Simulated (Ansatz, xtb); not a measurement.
# Relative energy of two isomers of C4H5OP

We compare I, `CC1=PC=CO1`, a singlet, with II, `CC1=COC=P1`, a singlet. Both are isolated molecules in the gas phase, relaxed with r2SCAN-D4/def2-SVP.

Question: Estimate E(II) − E(I) at the level CCSD(T)/def2-SVP + ΔMP2/def2-TZVPP.

Answer: Calculated at CCSD(T)/def2-SVP + ΔMP2/def2-TZVPP: E(II) − E(I) = +0.136 eV, so structure I lies lower.

How the difference moves with the method:

```csv
level,geometry,E(II) − E(I) (eV),departure from the last row (eV),"job, with rough time for the two"
GFN2-xTB,GFN2-xTB,+0.034,−0.102,"optimisation, 0.27 s"
HF/STO-3G,GFN2-xTB,+0.079,−0.057,"single point, 0.78 s"
r2SCAN-D4/def2-SVP//GFN2-xTB,GFN2-xTB,+0.088,−0.048,"single point, 5 s"
r2SCAN-D4/def2-SVP,r2SCAN-D4/def2-SVP,+0.147,+0.011,"optimisation, 1.8 min"
HF/def2-SVP,r2SCAN-D4/def2-SVP,+0.152,+0.016,part of the CCSD(T) run
MP2/def2-SVP,r2SCAN-D4/def2-SVP,+0.124,−0.012,part of the CCSD(T) run
CCSD(T)/def2-SVP,r2SCAN-D4/def2-SVP,+0.121,−0.015,single point
CCSD(T)/def2-SVP + ΔMP2/def2-TZVPP,r2SCAN-D4/def2-SVP,+0.136,,"single point, 58 s"
```

As drawn, both hold the same kinds of bond in the same numbers.

The levels shown agree on the order. The largest departure from CCSD(T)/def2-SVP + ΔMP2/def2-TZVPP is that of GFN2-xTB, 0.102 eV. The last row adds to CCSD(T) the change of the MP2 difference between the two basis sets, here +0.015 eV.

With thermal terms from frequencies at re-optimised GFN2-xTB minima (ideal gas, soft modes damped towards free rotors, one conformer each, 298.15 K, 1 atm): the zero-point term adds +0.002 eV; ΔH is +0.139 and ΔG +0.133 eV.

The correlated steps freeze 10 core orbitals. Run with Ansatz 0.2.0, xtb 6.7.1; the last row on 2 threads of Intel(R) Xeon(R) Processor @ 2.70GHz on a shared host.
